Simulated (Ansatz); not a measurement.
**SiPF (triplet): the correlation ladder, def2-TZVPP**

One table from this session's results is given with a row withheld; the runs are named, their logs left out.

Computed with Ansatz 0.2.0, Gaussian basis. Level: def2-TZVPP, core rule «outside noble gas», up to 11 orbitals frozen.

The runs, in order: UHF; ROHF; CCSD(T) on UHF.

2 further runs of the same task are left out: 2 set aside as unsound or not needed.

**The system**

The geometry is a PBE0/def2-TZVP stationary point (not a proven minimum).

3 atoms, charge 0, spin multiplicity 3.

Atoms are counted from 1 here; the program's logs count them from 0.

Bond lengths: F1–P2 1.612 Å, P2–Si3 2.219 Å. Angles: F1–P2–Si3 106.4°.

Coordinates:

```xyz
3
FPSi
F     0.00000   -0.67431    1.49035
P     0.00000    0.60039    0.50350
Si    0.00000   -0.20600   -1.56342
```

The first run:

Input file in.yaml:

```yaml
crystal:
  periodic: [false, false, false]
  atoms:
    - {symbol: F, position_ang: [0.000000, -0.674306, 1.490349]}
    - {symbol: P, position_ang: [0.000000, 0.600388, 0.503498]}
    - {symbol: Si, position_ang: [0.000000, -0.205998, -1.563422]}
basis:
  gaussian: {orbitals: def2-TZVPP}
magnetization: {spin_polarized: true, initial_magnetization: 2}
hamiltonian: {xc: hf}
output: {orbitals: {seedname: orbitals}}
```

Command:

```console
ansatz run in.yaml --threads 1 --pin off --events-out ev --progress --plain --max-ram 4096MiB --backend cpu
```

Among the steps run: UHF; ROHF; CCSD(T) on UHF.

One of the session's tables, all rows but one given; the rest of the session is left out.

| method | from UCCSD(T) (meV) |
| --- | --- |
| ROHF | +13692.8 |
| UHF | +13463.5 |
| UMP2 | +1429.7 |
| UCCSD | ? |
| UCCSD(T) | 0 |

Estimate the missing values for UCCSD.

The run gave: from UCCSD(T) (meV): +540.3. In the column «from UCCSD(T) (meV)» it lies between UCCSD(T) (0) and UMP2 (+1429.7).

With the free atoms at the same levels and basis (separate runs), the atomisation energy is 6.546 eV at UCCSD(T), 3.852 eV at ROHF.
